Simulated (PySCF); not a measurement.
## Worked example for ammonia: deprotonation at atom N1

Structure: `N` (NH3). Non-hydrogen atoms are numbered in `[NH3:1]`.

Energies: PBE0-D3(BJ)/ma-def2-TZVP (PySCF, density fitting, integration grid level 2) on PBE0-D3(BJ)/ma-def2-SVP structures. Zero-point and thermal terms (298.15 K, 1 bar) come from unscaled PBE0-D3(BJ)/ma-def2-SVP harmonic frequencies, with soft modes damped to free rotors in the entropy.

Step: NH3 → [NH2]- + H⁺.

```tsv
species	charge	multiplicity	E / Eh
NH3	0	1	-56.514842
[NH2]-	-1	1	-55.854355
```

Thermal terms, products less reactant: Δ(H − E) = -34.93 kJ/mol, Δ(G − E) = -66.35 kJ/mol (the bare proton has no electronic energy, H = 5/2 RT). 1 Eh = 2625.50 kJ/mol.

Question: What are ΔE, ΔH and ΔG of this step?

Answer: ΔE = 0.660487 Eh = 1734.11 kJ/mol; ΔH = 1699.2 kJ/mol; ΔG = 1667.8 kJ/mol, all in the gas phase at 298.15 K and 1 bar. The digits show the arithmetic; the method itself can be off by 10 kJ/mol or more. The Active Thermochemical Tables (1.112) give ΔH = 1687.7 kJ/mol.
